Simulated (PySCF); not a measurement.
Chloromethylene, CHCl (singlet state).
InChI=1S/CHCl/c1-2/h1H

Theory: PBE0-D3(BJ)/def2-SVP geometry optimisation, gas phase in PySCF.

Take the most abundant isotopes and a rigid rotor. 

(1) What are A, B and C (cm⁻¹)?

(2) What kind of rotor is it?

(3) List the rotational levels J(Ka,Kc) to J = 4 (K).

(4) Predict some low-J microwave lines.

(5) Estimate the classical rotational partition function at 298.15 K and 500 K.

Results:

(1) Ia = 1.09, Ib = 27.91, Ic = 29.00 u·Å²; 505379 MHz·u·Å²/I gives 463805, 18109 and 17428 MHz, that is A = 15.47088, B = 0.60405, C = 0.58135 cm⁻¹.

(2) A near-prolate asymmetric top; Ray's κ = -0.997.

(3) Above 0(0,0), as E/k:
J = 1: 1(0,1) 1.706, 1(1,1) 23.096, 1(1,0) 23.128
J = 2: 2(0,2) 5.117, 2(1,2) 26.474, 2(1,1) 26.572, 2(2,1) 90.742, 2(2,0) 90.742
J = 3: 3(0,3) 10.233, 3(1,3) 31.542, 3(1,2) 31.737, 3(2,2) 95.859, 3(2,1) 95.859, 3(3,1) 202.891, 3(3,0) 202.891
J = 4: 4(0,4) 17.055, 4(1,4) 38.298, 4(1,3) 38.625, 4(2,3) 102.681, 4(2,2) 102.681, 4(3,2) 209.713, 4(3,1) 209.713, 4(4,1) 359.557, 4(4,0) 359.557

(4) The dipole components are |μa| = 0.75 D, |μb| = 1.65 D, |μc| = 0.00 D; the mirror of this Cs structure is the ab plane, so μc vanishes by symmetry and there are no c-type lines. The squared components, which scale the intensities, stand as 0.21 : 1.00 (a : b). Some lines, for components of 0.1 D or more:

```
type  branch         J(Ka,Kc)      MHz  lower level (cm⁻¹)
   a       R  2(0,2) ← 1(0,1)    71074               1.185
   a       R  2(1,1) ← 1(1,0)    71755              16.075
   b       Q  1(1,0) ← 1(0,1)   446377               1.185
   b       Q  2(1,1) ← 2(0,2)   447058               3.556
   b       R  3(1,3) ← 2(0,2)   550607               3.556
   b       Q  4(2,2) ← 4(1,3)  1334721              26.846
   b       Q  3(2,1) ← 3(1,2)  1336073              22.059
   b       Q  2(2,0) ← 2(1,1)  1337090              18.468
   b       R  3(3,1) ← 2(2,0)  2336795              63.069
   b       R  4(4,1) ← 3(3,0)  3264406             141.016
```

(5) Point group Cs, symmetry number σ = 1; q = (√π/σ)·√((kT/h)³/(ABC)), k/h = 20836.6 MHz/K: 2270 at 298.15 K, 4930 at 500 K.

PBE0-D3(BJ)/def2-SVP frequencies: not computed here. Constants of a rigid frame at the computed geometry: no zero-point averaging, no centrifugal distortion. Quadrupole hyperfine structure (35Cl) is left out.
